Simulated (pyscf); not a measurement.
ethane (H₃C–CH₃) + [F–Al–F]• → H₃C–Al(F)–F + methyl (CH₃•) (substitution at C; doublet surface; C–C broken, Al–C formed). Optimised with ωB97X-D3(BJ)/def2-SVP in PySCF. Energies in kcal/mol from the separated reactants.

```tsv
level	barrier	reaction energy
ωB97X-D3(BJ)/def2-TZVP	42.3	+7.9
PBE/def2-TZVP	34.2	+13.0
r²SCAN/def2-TZVP	?	?
B3LYP-D3(BJ)/def2-TZVP	37.5	+9.3
M06-2X/def2-TZVP	40.8	+10.9
ωB97M-D3(BJ)/def2-TZVP	?	+7.9
```

Task: Some entries are withheld; supply them.

Result: 
- r²SCAN/def2-TZVP, barrier: 34.4
- r²SCAN/def2-TZVP, reaction energy: +7.7
- ωB97M-D3(BJ)/def2-TZVP, barrier: 41.6

The functionals in the table span 8.1 kcal/mol in this barrier, from PBE to ωB97X-D3(BJ). This is the saddle that the search found; another between the same sides may lie lower. The angle at the attacked C is 166°.
